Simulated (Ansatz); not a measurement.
Reaction (SMILES): FCF → [CH2]F (CH2-F) + F atom
B3LYP-D3(BJ)/def2-TZVP geometries, fixed; electronic energies without zero-point terms.

Basis-set convergence of the bond dissociation energy at CCSD(T) with Ansatz (an electronic-structure program). Cartesian d functions, on some or all atoms, in 6-31G*; all else is spherical. Cores are frozen. Open shells are unrestricted. No added dispersion term, no relativity. Functions are those of the species that has most. Reference: Hartree-Fock in cc-pVQZ plus the correlation part extrapolated as X^-3 from cc-pVTZ and cc-pVQZ, 124.04 kcal/mol, itself unsure by roughly 0.58 kcal/mol (a third of the extrapolation step and of the last Hartree-Fock step).

```json
[
 {"basis": "STO-3G", "functions": "17", "bond dissociation energy (kcal/mol)": "85.61"},
 {"basis": "pcseg-0", "functions": "31", "bond dissociation energy (kcal/mol)": "?"},
 {"basis": "def2-SV(P)", "functions": "46", "bond dissociation energy (kcal/mol)": "116.93"},
 {"basis": "6-31G*", "functions": "49", "bond dissociation energy (kcal/mol)": "117.58"},
 {"basis": "cc-pVDZ", "functions": "52", "bond dissociation energy (kcal/mol)": "?"},
 {"basis": "pcseg-1", "functions": "52", "bond dissociation energy (kcal/mol)": "115.11"},
 {"basis": "6-311G**", "functions": "66", "bond dissociation energy (kcal/mol)": "?"},
 {"basis": "6-311+G**", "functions": "78", "bond dissociation energy (kcal/mol)": "114.87"},
 {"basis": "aug-cc-pVDZ", "functions": "87", "bond dissociation energy (kcal/mol)": "116.71"},
 {"basis": "def2-TZVP", "functions": "105", "bond dissociation energy (kcal/mol)": "120.24"},
 {"basis": "cc-pVTZ", "functions": "118", "bond dissociation energy (kcal/mol)": "120.26"},
 {"basis": "pcseg-2", "functions": "118", "bond dissociation energy (kcal/mol)": "121.01"},
 {"basis": "def2-TZVPP", "functions": "121", "bond dissociation energy (kcal/mol)": "120.42"},
 {"basis": "jun-cc-pV(T+d)Z", "functions": "145", "bond dissociation energy (kcal/mol)": "120.66"},
 {"basis": "6-311++G(3df,3pd)", "functions": "153", "bond dissociation energy (kcal/mol)": "?"},
 {"basis": "aug-pcseg-2", "functions": "184", "bond dissociation energy (kcal/mol)": "121.84"},
 {"basis": "pcseg-3", "functions": "246", "bond dissociation energy (kcal/mol)": "123.05"},
 {"basis": "def2-QZVPPD", "functions": "261", "bond dissociation energy (kcal/mol)": "122.38"}
]
```

What belongs in the gaps?


- pcseg-0, bond dissociation energy (kcal/mol): 97.00
- cc-pVDZ, bond dissociation energy (kcal/mol): 112.60
- 6-311G**, bond dissociation energy (kcal/mol): 114.96
- 6-311++G(3df,3pd), bond dissociation energy (kcal/mol): 122.34
